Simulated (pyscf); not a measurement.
:N–F (SMILES [N]F) [triplet] + H₂ (SMILES [H][H]) → •HN–F (SMILES [NH]F) + H• (SMILES [H]), a hydrogen abstraction (triplet surface; H–H broken, H–N formed). Single points on ωB97X-D3(BJ)/def2-SVP structures (PySCF, gas phase). Energies in eV from the separated reactants.

Small-basis levels: PySCF, no dispersion term, spherical d functions. AM1 to PM7: differences of heats of formation from MOPAC, which are fitted to 298 K values and so differ in kind from electronic energies by zero-point and thermal terms. Open shells are spin-unrestricted. 

```tsv
level	barrier	reaction energy
SVWN5/6-31G*	0.78	+1.16
B3LYP/3-21G	1.40	+1.59
B3LYP/LANL2DZ	1.36	+1.47
B3LYP/6-31G*	1.35	+1.42
M06-2X/6-31G*	1.49	+1.37
B3LYP/def2-SVP	1.20	+1.29
PM6	1.80	+2.10
ωB97M-D3(BJ)/def2-TZVP	1.36	+1.24
```

Against the last row the barrier runs from -0.59 (SVWN5/6-31G*) to +0.44 eV (PM6). At SVWN5/6-31G*, B3LYP/3-21G, B3LYP/LANL2DZ, B3LYP/6-31G*, B3LYP/def2-SVP, PM6 this geometry lies under one side, so the entry may be no barrier of that level: it is a single point on another level's saddle. ωB97M-D3(BJ)/def2-TZVP has limits of its own. •HN–F + H• also meet on a surface of lower spin, which isn't treated here. This is the saddle that the search found; another between the same sides may lie lower. The angle at the transferred H is 174°.
